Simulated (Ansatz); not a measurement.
We consider diamond, described by Hartree–Fock (plane waves, PAW; Ansatz, a first-principles code).

Run with plane-wave cutoff 460 eV, 12×12×12 k mesh, Fermi–Dirac smearing 0.01 eV, scalar-relativistic PAW data made under PBE.

The cell is scaled about its equilibrium volume:

```csv
V (Å³/atom),P (GPa),direct gap at Γ (eV),smallest gap on the k mesh (eV)
5.311,28.41,15.029,12.873
5.451,13.65,14.922,12.770
5.638,-3.70,14.781,12.638
5.731,-11.35,14.713,12.574
5.870,-21.91,14.612,12.480
```

The fundamental gap (12.61 eV at the equilibrium volume, with added k points) lies elsewhere than Γ–Γ.
